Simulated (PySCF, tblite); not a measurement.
## hydrogen fluoride and chloride

A gas-phase complex of hydrogen fluoride and chloride; charge -1, singlet. The structure comes from a short search (6 tight-binding starts) and was relaxed by PBE0-D3(BJ)/def2-TZVPD; another way of binding may lie lower. Frequencies by PBE0-D3(BJ)/def2-TZVPD show no clear imaginary mode.

Parts: 1 = hydrogen fluoride (F), atoms 1–2; 2 = chloride ([Cl-]), atoms 3, charge -1.

```
atom  part   x (Å)   y (Å)   z (Å)
  F1     1   0.276  -0.052  -0.093
  H2     1  -0.625   0.081   0.274
 Cl3     2  -2.343   0.334   0.975
```

| contact | kind (by geometry) | distance (Å) | angle (°) |
| --- | --- | --- | --- |
| H2···Cl3 | hydrogen bond | 1.873 | 180 |

Interaction energies are complex less parts, with the parts frozen as they stand in it; counterpoise-corrected, in kcal/mol (PySCF). The CCSD(T) estimate is Hartree-Fock/aug-cc-pVQZ, plus the MP2 correlation part extrapolated as X⁻³ from aug-cc-pVTZ and aug-cc-pVQZ, plus CCSD(T) less MP2 in aug-cc-pVDZ; noble-gas cores are frozen. It isn't the exact limit.

(1) Give the interaction energy at each level run.

(2) What holds them together? Decompose the MP2/aug-cc-pVQZ energy: frozen parts, their antisymmetrised product, then relaxation.

The parts were also relaxed and run alone, at the levels used for the complex: shieldings by PBE0/aug-pcSseg-3; core levels by delta-SCF with SCAN, aug-pcX-2 on the ionised atom and aug-pcseg-1 elsewhere, spin-free X2C (2p3/2 is the spin-free 2p value less a third of a first-order spin-orbit splitting).

(3) How do these values change when the complex forms?

Answers

(1) 
```csv
level,interaction,superposition error removed
Hartree-Fock/aug-cc-pVQZ,-22.64,-
MP2/aug-cc-pVQZ,-25.68,-0.66
"CCSD(T), estimated basis limit",-25.50,-
```

(2) electrostatic -31.1, Pauli repulsion +24.5, orbital relaxation -16.0, correlation -3.7 kcal/mol, which sum to the value before the counterpoise correction, the first three by Hartree-Fock. Of the attraction, 61 % is electrostatic, 31 % is orbital relaxation, 7 % is correlation.

(3) 
```tsv
property	alone	in the complex	change
F1–H2 bond (Å)	0.921	0.983	+0.062
shielding of H2 (ppm)	29.06	19.95	-9.11
shielding of Cl3 (ppm)	1149.3	1090.7	-58.7
shielding of F1 (ppm)	410.8	354.4	-56.5
F1 1s core level (eV)	694.15	686.58	-7.57
Cl3 2p3/2 core level (eV)	196.90	198.20	+1.30
```

Density functionals tend to overstate the lengthening and the red shift of so strongly bound an X–H bond.
